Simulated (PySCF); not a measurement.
fluoroethene (C₂H₃F), SMILES C=CF.

Geometry: B3LYP-D3(BJ)/def2-TZVP.

Method: TDA-LC-ωPBE/def2-SVPD (PySCF 2.14.0).

Vertical excitations.  State labels are in the subgroup Cs.

```json
[
 {"state": "S1", "symmetry": "A\"", "energy (eV)": "8.06", "λ (nm)": "154", "f": "0.052", "main pairs": "HOMO→LUMO+1 90 %"},
 {"state": "S2", "symmetry": "A'", "energy (eV)": "8.33", "λ (nm)": "149", "f": "0.468", "main pairs": "HOMO→LUMO 92 %"},
 {"state": "S3", "symmetry": "A\"", "energy (eV)": "8.76", "λ (nm)": "142", "f": "0.010", "main pairs": "HOMO→LUMO+2 68 %, HOMO→LUMO+4 14 %"},
 {"state": "S4", "symmetry": "A\"", "energy (eV)": "9.07", "λ (nm)": "137", "f": "0.000", "main pairs": "HOMO−1→LUMO 94 %"},
 {"state": "S5", "symmetry": "A\"", "energy (eV)": "9.43", "λ (nm)": "131", "f": "0.004", "main pairs": "HOMO→LUMO+3 57 %, HOMO→LUMO+2 18 %, HOMO→LUMO+4 10 %"},
 {"state": "S6", "symmetry": "A\"", "energy (eV)": "9.92", "λ (nm)": "125", "f": "0.001", "main pairs": "HOMO−2→LUMO 56 %, HOMO→LUMO+4 25 %"},
 {"state": "S7", "symmetry": "A\"", "energy (eV)": "10.11", "λ (nm)": "123", "f": "0.006", "main pairs": "HOMO−2→LUMO 41 %, HOMO→LUMO+4 36 %, HOMO→LUMO+3 13 %"},
 {"state": "S8", "symmetry": "A'", "energy (eV)": "10.89", "λ (nm)": "114", "f": "0.003", "main pairs": "HOMO−1→LUMO+1 62 %, HOMO−1→LUMO+2 20 %"},
 {"state": "S9", "symmetry": "A\"", "energy (eV)": "10.93", "λ (nm)": "113", "f": "0.028", "main pairs": "HOMO→LUMO+5 77 %"},
 {"state": "S10", "symmetry": "A'", "energy (eV)": "11.16", "λ (nm)": "111", "f": "0.013", "main pairs": "HOMO→LUMO+6 90 %"},
 {"state": "T1", "symmetry": "A'", "energy (eV)": "4.34", "λ (nm)": "286", "f": "0", "main pairs": "HOMO→LUMO 95 %"},
 {"state": "T2", "symmetry": "A\"", "energy (eV)": "7.79", "λ (nm)": "159", "f": "0", "main pairs": "HOMO→LUMO+1 79 %"},
 {"state": "T3", "symmetry": "A\"", "energy (eV)": "8.48", "λ (nm)": "146", "f": "0", "main pairs": "HOMO→LUMO+2 47 %, HOMO→LUMO+4 19 %, HOMO→LUMO+1 13 %, HOMO→LUMO+3 9 %"},
 {"state": "T4", "symmetry": "A\"", "energy (eV)": "8.54", "λ (nm)": "145", "f": "0", "main pairs": "HOMO−1→LUMO 91 %"}
]
```
Triplets are in the Tamm–Dancoff approximation.
